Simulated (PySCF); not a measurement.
# N2S⁻: script and output

File input.py (PySCF 2.14):

```python
from pyscf import gto, scf

mol = gto.M(
    atom='S 0.0238 -0.2357 0; N -0.0271 0.2691 1.4045; N -0.0271 0.2691 -1.4045',
    basis='def2-svp',
    charge=-1,
    spin=1,
    verbose=4,
)
mf = scf.UHF(mol)
mf.kernel()
mf.analyze()
print('orbital energies (hartree):', [e[max(0, n-3):n+3].round(4) for e, n in zip(mf.mo_energy, mol.nelec)])
```

```bash
$ OMP_NUM_THREADS=1 python input.py
```

It prints (some set-up lines and the per-cycle HOMO/LUMO lines with their warnings removed):

```
PySCF version 2.14.0

[INPUT] verbose = 4
[INPUT] num. atoms = 3
[INPUT] num. electrons = 31
[INPUT] charge = -1
[INPUT] spin (= nelec alpha-beta = 2S) = 1
[INPUT] symmetry False subgroup None
[INPUT] Mole.unit = angstrom
[INPUT] Symbol           X                Y                Z      unit          X                Y                Z       unit  Magmom
[INPUT]  1 S      0.023800000000  -0.235700000000   0.000000000000 AA    0.044975481765  -0.445408447560   0.000000000000 Bohr   0.0
[INPUT]  2 N     -0.027100000000   0.269100000000   1.404500000000 AA   -0.051211577976   0.508525300120   2.654120341952 Bohr   0.0
[INPUT]  3 N     -0.027100000000   0.269100000000  -1.404500000000 AA   -0.051211577976   0.508525300120  -2.654120341952 Bohr   0.0

nuclear repulsion = 88.607696083166
number of shells = 20
number of NR pGTOs = 84
number of NR cGTOs = 46
basis = def2-svp
ecp = {}

******** <class 'pyscf.scf.uhf.UHF'> ********
method = UHF
initial guess = minao
damping factor = 0
level_shift factor = 0
DIIS = <class 'pyscf.scf.diis.CDIIS'>
diis_start_cycle = 1
diis_space = 8
diis_damp = 0
SCF conv_tol = 1e-09
SCF conv_tol_grad = None
SCF max_cycles = 50
direct_scf = True
direct_scf_tol = 1e-13
number electrons alpha = 16  beta = 15
Set gradient conv threshold to 3.16228e-05
init E= -506.420979809395

cycle= 1 E= -505.967082747173  delta_E= 0.454  |g|= 0.305  |ddm|= 1.93
cycle= 2 E= -506.002099343541  delta_E= -0.035  |g|= 0.185  |ddm|= 0.569
cycle= 3 E= -506.019156373446  delta_E= -0.0171  |g|= 0.0446  |ddm|= 0.215
cycle= 4 E= -506.021209387026  delta_E= -0.00205  |g|= 0.0124  |ddm|= 0.138
cycle= 5 E= -506.02148865268  delta_E= -0.000279  |g|= 0.00566  |ddm|= 0.053
cycle= 6 E= -506.021569036112  delta_E= -8.04e-05  |g|= 0.00222  |ddm|= 0.0273
cycle= 7 E= -506.021584907684  delta_E= -1.59e-05  |g|= 0.000933  |ddm|= 0.00948
cycle= 8 E= -506.021588059202  delta_E= -3.15e-06  |g|= 0.000439  |ddm|= 0.00375
cycle= 9 E= -506.021588724928  delta_E= -6.66e-07  |g|= 0.000217  |ddm|= 0.00159
cycle= 10 E= -506.021588896567  delta_E= -1.72e-07  |g|= 0.000103  |ddm|= 0.000842
cycle= 11 E= -506.021588937894  delta_E= -4.13e-08  |g|= 3.5e-05  |ddm|= 0.000499
cycle= 12 E= -506.021588941582  delta_E= -3.69e-09  |g|= 1.34e-05  |ddm|= 0.000161
cycle= 13 E= -506.021588941745  delta_E= -1.62e-10  |g|= 4.96e-06  |ddm|= 3.14e-05
Extra cycle  E= -506.021588941764  delta_E= -1.96e-11  |g|= 3.13e-06  |ddm|= 1.06e-05
converged SCF energy = -506.021588941764  <S^2> = 0.79076038  2S+1 = 2.0403533
**** SCF Summaries ****
Total Energy =                        -506.021588941764151
Nuclear Repulsion Energy =              88.607696083165976
One-electron Energy =                 -880.679901286881773
Two-electron Energy =                  286.050616261951689
Two-electron Coulomb Energy =          324.443281683854707
DFT Exchange-Correlation Energy =      -38.392665421903018
**** MO energy ****
                             alpha | beta                alpha | beta
[5 lines left out]
MO #6   energy= -6.51585274575556  | -6.51562647873892  occ= 1 | 1
MO #7   energy= -6.51463539666162  | -6.51119546779179  occ= 1 | 1
MO #8   energy= -1.02217530291113  | -0.983024748201959 occ= 1 | 1
MO #9   energy= -0.879305230776916 | -0.81771205822474  occ= 1 | 1
MO #10  energy= -0.467168202591752 | -0.394063812631725 occ= 1 | 1
MO #11  energy= -0.333451686037721 | -0.305297573896217 occ= 1 | 1
MO #12  energy= -0.315694577513225 | -0.297486401978413 occ= 1 | 1
MO #13  energy= -0.315443594119809 | -0.239655826455869 occ= 1 | 1
MO #14  energy= -0.16672806571644  | -0.104563459633547 occ= 1 | 1
MO #15  energy= -0.133999290011352 | -0.0781952362650729 occ= 1 | 1
MO #16  energy= -0.119627503558102 | 0.293265139477294  occ= 1 | 0
MO #17  energy= 0.338473376486017  | 0.36016834612328   occ= 0 | 0
MO #18  energy= 0.491431987576186  | 0.508627615742839  occ= 0 | 0
MO #19  energy= 0.668688536168598  | 0.717429265122564  occ= 0 | 0
[27 lines left out]

To work with the spin densities directly, `use mulliken_meta_spin()` only printing them here.

 ** Mulliken spin pop alpha/beta on meta-lowdin orthogonal AOs **
 ** Mulliken Spin Density (per AO)  **
 ** Mulliken Spin Density (per atom)  **
spin density of  0 S =      0.12989
spin density of  1 N =      0.43505
spin density of  2 N =      0.43505
 ** Mulliken pop alpha/beta on meta-lowdin orthogonal AOs **
 ** Mulliken pop       alpha | beta **
pop of  0 S 1s        1.00000 | 1.00000
pop of  0 S 2s        0.99999 | 0.99999
pop of  0 S 3s        0.78689 | 0.67972
pop of  0 S 4s        0.03334 | 0.00443
pop of  0 S 2px       0.99999 | 0.99999
pop of  0 S 2py       0.99999 | 0.99999
pop of  0 S 2pz       0.99999 | 0.99999
pop of  0 S 3px       0.59662 | 0.60081
pop of  0 S 3py       0.69670 | 0.61038
pop of  0 S 3pz       0.41455 | 0.51983
pop of  0 S 4px       0.00030 | 0.00030
pop of  0 S 4py       0.00195 | 0.00124
[34 lines left out]
In total            16.00000 | 15.00000
 ** Mulliken atomic charges   ( Nelec_alpha | Nelec_beta ) **
charge of  0S =      0.86180  (     7.63405      7.50415 )
charge of  1N =     -0.93090  (     4.18298      3.74792 )
charge of  2N =     -0.93090  (     4.18298      3.74792 )

WARN: System has nonzero charge -1; the dipole moment is origin-dependent.
Location of origin: [0. 0. 0.]

Dipole moment(X, Y, Z, Debye):  0.15164, -1.50552, -0.00000
orbital energies (hartree): [array([-0.1667, -0.134 , -0.1196,  0.3385,  0.4914,  0.6687]), array([-0.2397, -0.1046, -0.0782,  0.2933,  0.3602,  0.5086])]
```

In short: E(SCF) = -506.021589 Eh, 13 cycles, ⟨S²⟩ = 0.791.

It ran on Arm Neoverse N1 (1 thread, shared host) in 1.7 s.

The basis has no diffuse functions, which an anion needs. The dipole of an ion depends on the origin. No search for the lowest solution was made.
